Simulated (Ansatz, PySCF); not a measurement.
Molecule: PH4, charge 1, multiplicity 1. 
Geometry from a B3LYP-D3(BJ)/def2-TZVP (Ansatz, a program for electronic structure) optimisation:
```
P
H 1 1.3979
H 1 1.3979 2 109.47
H 1 1.3979 2 109.47 3 -120.00
H 1 1.3979 2 109.47 4 -120.00
```
Charge +1, spin multiplicity 1.

Total electronic energies in hartree. Valence correlation only, unless marked. No spin-orbit coupling. No relativistic terms. FCI takes restricted orbitals. CBS(X,Y): correlation extrapolated as X^-3; Hartree-Fock from the larger set. The bracket is a focal-point correction in the basis named.

```tsv
level	program	energy (Eh)
HF-D4/def2-TZVPD	PySCF + dftd4	-342.80724
PBE-D4/def2-TZVPD	Ansatz + dftd4	-343.28745
BLYP-D4/def2-TZVPD	Ansatz + dftd4	-343.45017
PBE0/def2-SVP	Ansatz	-343.20255
PBE0-D3(BJ)/def2-TZVP	Ansatz + dftd3	…
PBE0/def2-TZVPD	Ansatz	-343.32368
BHLYP/def2-TZVPD	Ansatz	…
PW6B95/def2-TZVPD	PySCF	-343.75060
CAM-B3LYP-D3(BJ)/def2-TZVPD	Ansatz + dftd3	…
RI-MP2/CBS(cc-pV(T+d)Z,cc-pV(Q+d)Z)	Ansatz	-342.9933
SCS-MP2/STO-3G	Ansatz	-339.08171
CCSD/6-31G*	Ansatz	-342.88673
CCSD/def2-SVP	Ansatz	-342.83828
CCSD/cc-pwCVTZ	Ansatz	-343.00106
CCSD/def2-TZVPP	Ansatz	-342.99355
CCSD/cc-pV(Q+d)Z	Ansatz	-343.01267
CCSD(T)/cc-pVTZ	Ansatz	-343.00051
CCSD(T)/cc-pwCVTZ	Ansatz	-343.00611
CCSD(T)/def2-QZVPP	Ansatz	-343.01904
CCSDT(Q)/cc-pV(D+d)Z	Ansatz	-342.95558
FCI/STO-3G	Ansatz	-339.09742
RI-MP2/CBS(cc-pV(T+d)Z,cc-pV(Q+d)Z)+[CCSD(T)-MP2]/cc-pV(D+d)Z	Ansatz	-343.0267
CCSD(T)/CBS(cc-pV(T+d)Z,cc-pV(Q+d)Z)	Ansatz	-343.0254
```

Question: Some entries are withheld; supply them.

Answer: 
- PBE0-D3(BJ)/def2-TZVP, energy (Eh): -343.32499
- BHLYP/def2-TZVPD, energy (Eh): -343.45878
- CAM-B3LYP-D3(BJ)/def2-TZVPD, energy (Eh): -343.46442
